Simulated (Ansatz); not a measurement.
`C[Si](C)(C)C` and `C[SiH](C)C` differ in one atom or group.

Ansatz, PBE0-D4/def2-TZVP geometries, multiplicity 1. 

```json
{"property": "size of the dipole moment (B3LYP/def2-TZVPP) / D", "`C[Si](C)(C)C`": "0.00"}
{"property": "HOMO energy (ωB97M-V/def2-TZVPP) / eV", "`C[Si](C)(C)C`": "-10.57"}
{"property": "HOMO–LUMO gap (PBE/def2-TZVPP) / eV", "`C[Si](C)(C)C`": "7.12"}
{"property": "LUMO energy (B3LYP/def2-TZVPP) / eV", "`C[Si](C)(C)C`": "0.55"}
{"property": "HOMO–LUMO gap (ωB97M-V/def2-TZVPP) / eV", "`C[Si](C)(C)C`": "12.79"}
{"property": "HOMO energy (PBE0/def2-TZVPP) / eV", "`C[Si](C)(C)C`": "-8.31"}
```

What does the change do to each property? (Best estimate.)

Computed: 
```csv
property,`C[SiH](C)C`,shift
size of the dipole moment (B3LYP/def2-TZVPP) / D,0.57,0.57
HOMO energy (ωB97M-V/def2-TZVPP) / eV,-10.80,-0.23
HOMO–LUMO gap (PBE/def2-TZVPP) / eV,7.56,0.44
LUMO energy (B3LYP/def2-TZVPP) / eV,0.77,0.22
HOMO–LUMO gap (ωB97M-V/def2-TZVPP) / eV,13.27,0.48
HOMO energy (PBE0/def2-TZVPP) / eV,-8.54,-0.23
```

With PBE0 the HOMO falls by 0.23 eV and the LUMO rises by 0.23 eV, so the gap widens by about 0.46 eV. PBE moves the HOMO by -0.23 eV and ωB97M-V by -0.23 eV.

B3LYP here is the variant with VWN-RPA as its local correlation; programs differ in this.
